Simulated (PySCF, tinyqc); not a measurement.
Worked calculation: G0W0 on RHF in the sto-3g basis, for BH, spin multiplicity 1. The lowest restricted solution is unstable here: a spin-polarised one lies 0.0116 hartree lower (PySCF). One step of it, computed by the program tinyqc.

Task: Iteration 1: building the Fock matrix. J_ij = sum D_kl (ij|kl), K_ij = sum D_kl (ik|jl); F = H + J - 0.5 K; E = tr D H + tr D J / 2 - 0.25 tr D K + E_nn.

D at the start, order 1B 1s, 1B 2s, 1B 2px, 1B 2py, 1B 2pz, 2H 1s:
```
[[2.177754, -0.554427, 0.000000, 0.000000, 0.020454, -0.042309],
 [-0.554427, 2.070136, 0.000000, 0.000000, -0.064054, 0.155223],
 [0.000000, 0.000000, 0.320775, 0.000000, 0.000000, 0.000000],
 [0.000000, 0.000000, 0.000000, 0.320775, 0.000000, 0.000000],
 [0.020454, -0.064054, 0.000000, 0.000000, 0.282871, 0.048393],
 [-0.042309, 0.155223, 0.000000, 0.000000, 0.048393, 0.937163]]
```

core Hamiltonian H = T + V (hartree), order 1B 1s, 1B 2s, 1B 2px, 1B 2py, 1B 2pz, 2H 1s:
```
[[-12.765399, -3.306995, 0.000000, 0.000000, -0.018551, -0.825865],
 [-3.306995, -3.841078, 0.000000, 0.000000, -0.161443, -1.716461],
 [0.000000, 0.000000, -3.005791, 0.000000, 0.000000, 0.000000],
 [0.000000, 0.000000, 0.000000, -3.005791, 0.000000, 0.000000],
 [-0.018551, -0.161443, 0.000000, 0.000000, -3.126981, -1.554519],
 [-0.825865, -1.716461, 0.000000, 0.000000, -1.554519, -2.656039]]
```

Two-electron integrals (ij|kl) in chemists' order, unique and non-zero (hartree):
```
(11|11) 2.923513   (21|11) 0.518376   (21|21) 0.109262   (22|11) 0.744229
(22|21) 0.193177   (22|22) 0.544804   (31|31) 0.020264   (32|31) 0.029996
(32|32) 0.120346   (33|11) 0.742491   (33|21) 0.193240   (33|22) 0.544682
(33|33) 0.586773   (41|41) 0.020264   (42|41) 0.029996   (42|42) 0.120346
(43|43) 0.031630   (44|11) 0.742491   (44|21) 0.193240   (44|22) 0.544682
(44|33) 0.523513   (44|44) 0.586773   (51|51) 0.020264   (52|51) 0.029996
(52|52) 0.120346   (53|53) 0.031630   (54|54) 0.031630   (55|11) 0.742491
(55|21) 0.193240   (55|22) 0.544682   (55|33) 0.523513   (55|44) 0.523513
(55|55) 0.586773   (61|11) 0.127501   (61|21) 0.026771   (61|22) 0.047444
(61|33) 0.047210   (61|44) 0.047210   (61|51) 0.001968   (61|52) 0.003597
(61|55) 0.047941   (61|61) 0.006772   (62|11) 0.285401   (62|21) 0.075107
(62|22) 0.230376   (62|33) 0.224013   (62|44) 0.224013   (62|51) 0.008290
(62|52) 0.048783   (62|55) 0.242894   (62|61) 0.019621   (62|62) 0.130141
(63|31) 0.007819   (63|32) 0.035727   (63|53) 0.009318   (63|63) 0.015068
(64|41) 0.007819   (64|42) 0.035727   (64|54) 0.009318   (64|64) 0.015068
(65|11) 0.259013   (65|21) 0.069109   (65|22) 0.223734   (65|33) 0.211788
(65|44) 0.211788   (65|51) 0.014470   (65|52) 0.079359   (65|55) 0.247393
(65|61) 0.019016   (65|62) 0.148339   (65|65) 0.180709   (66|11) 0.437213
(66|21) 0.117244   (66|22) 0.404862   (66|33) 0.380555   (66|44) 0.380555
(66|51) 0.016494   (66|52) 0.126199   (66|55) 0.453062   (66|61) 0.031334
(66|62) 0.285598   (66|65) 0.355085   (66|66) 0.774606
```

nuclear repulsion = 2.22156680 hartree

Give: Coulomb J; exchange K; Fock matrix F; total energy of this density.

Result:

Coulomb J (hartree), order 1B 1s, 1B 2s, 1B 2px, 1B 2py, 1B 2pz, 2H 1s:
```
[[8.532, 1.724, 0.000, 0.000, 0.016, 0.426],
 [1.724, 3.506, 0.000, 0.000, 0.127, 1.542],
 [0.000, 0.000, 3.477, 0.000, 0.000, 0.000],
 [0.000, 0.000, 0.000, 3.477, 0.000, 0.000],
 [0.016, 0.127, 0.000, 0.000, 3.552, 1.542],
 [0.426, 1.542, 0.000, 0.000, 1.542, 2.863]]
```

exchange K (hartree), order 1B 1s, 1B 2s, 1B 2px, 1B 2py, 1B 2pz, 2H 1s:
```
[[6.041, 1.108, 0.000, 0.000, 0.022, 0.303],
 [1.108, 1.455, 0.000, 0.000, 0.156, 0.855],
 [0.000, 0.000, 0.493, 0.000, 0.000, 0.000],
 [0.000, 0.000, 0.000, 0.493, 0.000, 0.000],
 [0.022, 0.156, 0.000, 0.000, 0.663, 0.560],
 [0.303, 0.855, 0.000, 0.000, 0.560, 1.151]]
```

Fock matrix F (hartree), order 1B 1s, 1B 2s, 1B 2px, 1B 2py, 1B 2pz, 2H 1s:
```
[[-7.254, -2.137, 0.000, 0.000, -0.013, -0.551],
 [-2.137, -1.062, 0.000, 0.000, -0.113, -0.601],
 [0.000, 0.000, 0.225, 0.000, 0.000, 0.000],
 [0.000, 0.000, 0.000, 0.225, 0.000, 0.000],
 [-0.013, -0.113, 0.000, 0.000, 0.094, -0.293],
 [-0.551, -0.601, 0.000, 0.000, -0.293, -0.368]]
```

total energy of this density = -24.74623 hartree

This density is the starting one; it is not idempotent, so its energy is not variational and may lie below the converged one.
